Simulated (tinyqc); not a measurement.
Stretching all distances: RHF, UHF, MP2, CISD and CCSD against full CI in the sto-3g basis, for H2F+, spin multiplicity 1. Computed by the program tinyqc with PySCF. Command: `OMP_NUM_THREADS=1 python tinyqc.py 111792 111793 out.jsonl`; one thread of a shared host (Intel(R) Xeon(R) Processor @ 2.60GHz), about 30 s.

Geometry (angstrom):
```
atom       x        y       z
F     0.0000   0.0000  0.0000
H     0.0000   0.7570  0.4800
H     0.0000  -0.7570  0.4800
```

All coordinates are multiplied by the scale. c0^2 is the weight of the RHF determinant in the lowest singlet FCI state (UHF is spin-contaminated and may lie near states of higher spin) and n(LUMO) the first natural occupation beyond the occupied space.

Full CI energy (hartree) and errors against it (kcal/mol):
```
scale   distance 1-2 (angstrom)      E(FCI)       RHF      UHF      MP2    CISD    CCSD  <S^2> UHF    c0^2  n(LUMO)
0.8500                   0.7619  -98.730698   15.7858  15.7858   3.3835  0.1169  0.0721     0.0000  0.9912   0.0095
1.1900                   1.0667  -98.898514   32.0467  32.0467   8.4133  0.6226  0.3811     0.0000  0.9688   0.0306
1.5400                   1.3804  -98.777475   57.8733  57.5111  16.6617  2.3498  1.5810     0.1377  0.9050   0.0846
1.8800                   1.6851  -98.651427   90.2373  46.7996  25.8949  5.3733  3.7178     1.1239  0.7805   0.1891
2.2200                   1.9899  -98.563727  122.5135  25.7597  38.8666  6.5599  4.1983     1.3759  0.5393   0.3239
```

UHF parts from RHF first at scale 1.54 of those listed, where <S^2> leaves zero. The weight c0^2 goes from 0.99 to 0.54 and n(LUMO) from 0.01 to 0.32: static correlation grows as the bonds break into open-shell fragments. The spread of the error along the curve, which distorts its shape, is CCSD 4.1, CISD 6.4, MP2 35.5, UHF 41.7, RHF 106.7 kcal/mol. The table stops here: at scale 2.57 and beyond, the reference weight falls under 0.45 or RHF, UHF or CCSD hop between solutions, so those rows were left out and the spreads given cover only the rows shown. As computed, partly on other solutions, the errors there reach in size RHF 157, UHF 13, MP2 39, CISD 3, CCSD 23 kcal/mol.
